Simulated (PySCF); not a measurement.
C3H7NS (charge -1 and doublet state).
Cartesian coordinates in Å at the GFN2-xTB level; atoms count from 1:
```xyz
12
C3H7NS angstrom
C      1.554   -0.071   -0.091
C      0.287    0.611    0.437
C     -0.909    0.300   -0.409
N     -1.318   -1.076   -0.332
S     -2.078    1.525   -0.702
H      2.403    0.097    0.577
H      1.380   -1.141   -0.180
H      1.803    0.317   -1.077
H      0.433    1.694    0.457
H      0.136    0.276    1.486
H     -2.199   -1.165   -0.832
H     -1.489   -1.369    0.640
```

The hyperfine couplings belong to this conformer and change with its torsions.

Identity: `CC[C](N)[S-]` [radical] (charge -1).

The calculation used PySCF 2.14.0, UKS B3LYP, pcH-1 on C H N S, non-relativistic, mean-field spin-orbit, GIAO. Whether the extra electron is bound in the gas phase wasn't checked; a finite basis holds it in any case. Couplings are sensitive to structure, and on GFN2-xTB geometries they can be far from those on DFT ones, by a factor of two or more for some ions and for spin on atoms past the first row. The SCF solution wasn't tested for stability.

(1) What is the g tensor, term by term?

(2) Average each term over the three axes. Which is largest in size?

(3) What effective moment and Curie constant follow for a powder?

(4) In a frozen sample, at which fields do the three g values resonate at 9.5, 34, 94 and 263 GHz (hyperfine left aside), and which band first spreads them over more than twice a line width of 0.3 mT?

Results:

(1) 
```
                    Δg (ppt)      1      2      3
relativistic mass correction  -0.17  -0.17  -0.17
            gauge correction   0.00   0.02   0.04
   orbital Zeeman/spin–orbit  -0.63   5.03   7.34
                       total  -0.79   4.88   7.22
```

So g = 2.00153, 2.00720, 2.00954 and g_iso = 2.00609; the tensor is rhombic: the two nearest values differ by 29 % of g3 − g1. Axes: g3 points within 13° of the C3–S5 bond.

(2) The orbital-Zeeman/spin–orbit term 3.91, the mass correction -0.17 and the gauge correction 0.02 ppt, for a total of 3.77 ppt. The orbital-Zeeman/spin–orbit term is the largest in size. The mass correction is the same along every axis, so the anisotropy comes from the other two: their spans along these axes are 0.04 (gauge) and 7.97 ppt (orbital Zeeman/spin–orbit).

(3) With the mean of g² = 4.0244 and S(S+1) = 0.75: μ_eff = √(⟨g²⟩S(S+1)) = 1.737 μB and χT = 0.12505·⟨g²⟩·S(S+1) = 0.377 cm³ K/mol (cgs; spin-Hamiltonian part alone).

(4) 
```json
{"band": "X", "GHz": "9.5", "B(g3) mT": "337.77", "B(g2) mT": "338.16", "B(g1) mT": "339.12", "spread mT": "1.35"}
{"band": "Q", "GHz": "34.0", "B(g3) mT": "1208.85", "B(g2) mT": "1210.26", "B(g1) mT": "1213.69", "spread mT": "4.84"}
{"band": "W", "GHz": "94.0", "B(g3) mT": "3342.11", "B(g2) mT": "3346.00", "B(g1) mT": "3355.48", "spread mT": "13.38"}
{"band": "J", "GHz": "263.0", "B(g3) mT": "9350.80", "B(g2) mT": "9361.68", "B(g1) mT": "9388.22", "spread mT": "37.42"}
```

The spread grows in proportion to the frequency. X band is the first where it exceeds 0.6 mT.

The Mulliken spin populations are largest on C3 (+0.60), S5 (+0.26), H12 (+0.08) and H10 (+0.08). The angles at C3 add up to 352.6°, so it is slightly pyramidal.

The HOMO–LUMO gaps are 3.53 eV among the α and 4.14 eV among the β orbitals.
